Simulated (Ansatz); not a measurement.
A calculation with Ansatz (development build ahead of 0.2.0).

```yaml
crystal:
  periodic: [false, false, false]
  atoms:
    - { symbol: C, position_ang: [0.02913, 0.05071, -0.59487] }
    - { symbol: F, position_ang: [0.04116, 0.95263, 0.23049] }
    - { symbol: F, position_ang: [0.00791, -1.07194, 0.21779] }
basis:
  gaussian: { orbitals: "6-31G" }
hamiltonian:
  xc: hf
correlation:
  method: mp2
  frozen_orbitals: { C: 1, F: 1 }
```

The input is written out in the form of the current development build from the run's settings.

Output:

```
Converged                       : yes
Reference energy                : -236.55997 hartree
Correlation energy              : -0.31914 hartree
Total energy                    : -236.87911 hartree
Spin squared of the determinant : 0.000
```
